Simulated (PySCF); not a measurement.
# A thermochemical cycle for ClF

PBE in PySCF with def2-TZVPPD on every atom, for the lowest determinant that a PBE0 search found; no spin–orbit coupling. ClF, a singlet (closed shell), has De = 3.12 eV to neutral atoms, and ClF⁺, a doublet (π ↑), has De = 3.75 eV to Cl⁺ + F.

At the same level the Cl atom ionises at 12.98 eV.

Task: What is the adiabatic ionisation energy of the molecule, and does ionisation strengthen or weaken the bond?

Result: IE = IE(Cl) + De(neutral) − De(ion) = 12.98 + 3.12 − 3.75 = 12.35 eV. De changes by +0.63 eV, so ionisation strengthens the bond.

For an ion De counts to the pair picked by the measured ionisation energies or electron affinities, which need not be the lowest pair at this level. States were picked by a PBE0 search and need not be the measured ground states.
